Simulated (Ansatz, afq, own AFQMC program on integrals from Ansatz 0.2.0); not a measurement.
## Where AFQMC and coupled cluster stand for N2⁺, quartet

```yaml
atoms:
  - { symbol: N, position_ang: [0.0000, 0.0000, 0.0000] }
  - { symbol: N, position_ang: [0.0000, 0.0000, 1.2663] }
```

Basis 6-31G. Noble-gas cores (and the filled d shells of Ga–Kr and In–Xe) are frozen. AFQMC by an in-house program on the Cholesky factors that Ansatz 0.2.0 writes for its CCSD(T) run. ph-AFQMC/CISD is guided by a CISD state made of CCSD amplitudes; releasing the constraint for a short imaginary time cuts its bias at the price of noise, slowly where states lie close. Uncertainties: one standard error, sampling alone.

Determinant: UHF, the one that the program's search chose, which needn't be the lowest solution. The geometry is a PBE0/def2-TZVP stationary point of this or a neighbouring charge and spin state.

Full CI on the same integrals is exact in this basis and with this determinant's frozen core.

Cautions: lower spins were not checked; strong correlation (T1 0.107, weight of the determinant 0.59, largest double 0.46); (T) is large, 9 % of the CCSD correlation; (Q) is large, 129 meV, so the cluster series hasn't closed; unrestricted determinant spin contaminated (⟨S²⟩ 4.25 against 3.75); CCSD(T) is in doubt: in a space of 9 electrons in 9 natural orbitals full CI lies 159 meV below it; the CCSDT(Q) amplitudes may be one of several solutions (largest double 1.03); the CCSDTQ amplitudes may be one of several solutions (largest double 1.07); the released energies are still falling, so no released level is given (meV from the phaseless value at times in 1/Eh: -56 ± 21 at 0.24, -45 ± 12 at 0.51, -76 ± 8 at 0.99, -89 ± 7 at 1.62, -98 ± 6 at 2.40); the ph-AFQMC/CISD walk drifts between its halves (2.1 errors).

```
T1 diagnostic                               : 0.1074
weight of the determinant in the CISD state : 0.586
⟨S²⟩ of the determinant                     : 4.253
size of the correlated space                : 9 electrons in 16 orbitals
```

Reference: full CI, correlation energy -5.670 eV. The cautions show a poor starting determinant, so the rows tell how each method copes with it here, and full CI is the sure value.

| level | E − E(reference) (kcal/mol) | share of correlation (%) |
| --- | --- | --- |
| HF | 130.75 | 0.00 |
| MP2 | 63.13 | 51.72 |
| CCSD | 17.09 | 86.93 |
| CCSD(T) | 7.37 | 94.36 |
| CCSDT | 1.55 | 98.82 |
| CCSDT(Q) | -1.44 | 101.10 |
| CCSDTQ | 0.05 | 99.96 |
| ph-AFQMC/CISD | 6.01 ± 0.19 | 95.40 |

CCSDT and higher add their correlation energy to the determinant of the CCSD(T) run, since their own runs factorise the integrals more tightly (a shift of under 2 meV).
